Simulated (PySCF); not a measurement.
## How methods differ on the electron affinity of H

H⁻ 1s2 (1S) → H 1s1 (2S), as a difference of total energies. Computed with PySCF 2.14 in dyall-av3z (10s3p2d, 29 functions), with no relativity, point nucleus. Correlated levels: valence: nothing frozen; virtual orbitals above 40 to 60 times the deepest correlated orbital energy dropped. The calculations carry no spin-orbit coupling.

```csv
method,electron affinity (eV),error (eV)
UHF,-0.329,-1.083
LDA,0.939,+0.185
PBE,0.719,-0.035
PBE0,0.621,-0.133
r2SCAN,0.722,-0.032
M06-2X,0.629,-0.125
BHandHLYP,0.668,-0.086
M06-L,0.601,-0.153
PW91,0.749,-0.005
MP2 (valence),0.446,-0.308
SCS-MP2 (valence),0.601,-0.153
```

Reference: 0.754 eV (measured; photodetachment measurements, as compiled on the Wikipedia data page of electron affinities).

Errors of the correlated levels include the incompleteness of this basis.

A negative affinity means that the anion lies above the atom at that level of theory.

In the anion the highest occupied orbital energy is positive at LDA, PBE, PBE0, r2SCAN, BHandHLYP, M06-L, PW91, a self-interaction effect; the basis confines that electron, and the energy difference can still be sensible.
